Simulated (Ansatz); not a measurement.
A run of Ansatz (development build ahead of 0.2.0) on singlet CHO(+) at this shape:

```json
{"atom": "H", "x (Å)": "-0.0087", "y (Å)": "0.0019", "z (Å)": "-1.6217"}
{"atom": "C", "x (Å)": "0.0097", "y (Å)": "0.0010", "z (Å)": "-0.5127"}
{"atom": "O", "x (Å)": "-0.0023", "y (Å)": "0.0072", "z (Å)": "0.5960"}
```

Its results:

```json
{
 "Converged": "yes",
 "Reference energy": "-111.50222 hartree",
 "Correlation energy": "-0.15143 hartree",
 "Total energy": "-111.65364 hartree",
 "Spin squared of the determinant": "0.000"
}
```

Problem. Which input gives this output? Name the method, the orbitals and the basis set, and write the input.

Solution. RHF-MP2 in STO-3G. An unrestricted run that stays on the closed shell gives the same numbers.

```yaml
crystal:
  periodic: [false, false, false]
  atoms:
    - { symbol: H, position_ang: [-0.00873, 0.00192, -1.62167] }
    - { symbol: C, position_ang: [0.00969, 0.001, -0.5127] }
    - { symbol: O, position_ang: [-0.00229, 0.00721, 0.59602] }
basis:
  gaussian: { orbitals: STO-3G }
total_charge: 1
hamiltonian:
  xc: hf
correlation:
  method: mp2
  frozen_orbitals: { C: 1, H: 0, O: 1 }
```
